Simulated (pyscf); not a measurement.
F–Si(SiH₃)(SiH₃)–SiH₃ + methyl (CH₃•) → H₃C–Si(F)(SiH₃)–SiH₃ + silyl (SiH₃•) (substitution at Si; doublet surface; Si–Si broken, C–Si formed). Optimised with ωB97X-D3(BJ)/def2-SVP in PySCF. Energies in kJ/mol from the separated reactants.

```
level                   barrier  reaction energy
----------------------  -------  ---------------
ωB97X-D3(BJ)/def2-TZVP      6.9            -49.2
r²SCAN/def2-TZVP              ?            -57.1
B3LYP-D3(BJ)/def2-TZVP     10.3            -57.5
PBE0-D3(BJ)/def2-TZVP       2.6            -59.6
ωB97M-D3(BJ)/def2-TZVP        ?                ?
HF/def2-TZVP               97.7            -45.5
```

### Question
What belongs in the gaps?

### Answer

- r²SCAN/def2-TZVP, barrier: 7.2
- ωB97M-D3(BJ)/def2-TZVP, barrier: 12.0
- ωB97M-D3(BJ)/def2-TZVP, reaction energy: -66.2

The functionals in the table span 9.3 kJ/mol in this barrier, from PBE0-D3(BJ) to ωB97M-D3(BJ)/def2-TZVP. On the product side the descent ends in a complex, 19.6 kJ/mol under the separated species and 75.7 kJ/mol under the saddle at ωB97X-D3(BJ)/def2-TZVP. This is the saddle that the search found; another between the same sides may lie lower. The angle at the attacked Si is 178°.
